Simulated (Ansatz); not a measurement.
`FCC(F)CF`, charge 0, multiplicity 1.

Give a relaxed structure at PBE0-D4/def2-TZVP (Ansatz 0.2.0). (An estimate is asked.)

The calculation gave: 
Z-matrix (Å, degrees):
```
C
C 1 1.506
F 1 1.379 2 111.1
H 1 1.095 2 110.0 3 -119.8
H 1 1.093 2 109.7 3 119.7
C 2 1.506 1 112.7 3 48.5
F 2 1.382 1 109.7 3 -73.5
H 2 1.097 1 108.4 3 169.6
F 6 1.377 2 109.9 1 168.2
H 6 1.092 2 110.2 1 -72.0
H 6 1.095 2 110.1 1 48.9
```
This is one stationary point; other conformers may exist.
